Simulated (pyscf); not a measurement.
H₃Ge–SeH + HF → H₂Se + F–GeH₃ (four-centre exchange; singlet surface; Ge–Se, F–H broken, H–Se, F–Ge formed). Optimised with ωB97X-D3(BJ)/def2-SVP in PySCF. Correlated levels are frozen-core, on RHF or UHF. ΔMP2 is the change of the MP2 total energy from the triple- to the quadruple-zeta basis. Energies in eV from the separated reactants.

| level | barrier | reaction energy |
|---|---|---|
| ωB97X-D3(BJ)/def2-TZVP | 1.26 | +0.10 |
| PBE/def2-TZVP | [?] | -0.02 |
| r²SCAN/def2-TZVP | 1.00 | -0.06 |
| M06-2X/def2-TZVP | 1.12 | -0.11 |
| ωB97M-D3(BJ)/def2-TZVP | 1.19 | -0.07 |
| HF/def2-TZVP | 1.93 | -0.20 |
| CCSD(T)/def2-TZVPP + ΔMP2(QZVPP) | [?] | [?] |

Problem. What belongs in the gaps?

Solution. 
- PBE/def2-TZVP, barrier: 0.90
- CCSD(T)/def2-TZVPP + ΔMP2(QZVPP), barrier: 1.37
- CCSD(T)/def2-TZVPP + ΔMP2(QZVPP), reaction energy: +0.05

On the reactant side the descent ends in a complex, 0.27 eV under the separated species and 1.53 eV under the saddle at ωB97X-D3(BJ)/def2-TZVP. One saddle was located; it need not be the lowest between these sides. The CCSD(T) − MP2 part came from Ansatz, without density fitting, on the same reference. The frozen core leaves the outer d or s,p core shells of the metals and heavy elements correlated in the MP2 and CC values, and def2-TZVPP describes them poorly, which can shift differences by a few kcal/mol. Elements up to Kr have no core potential and no relativistic terms here.
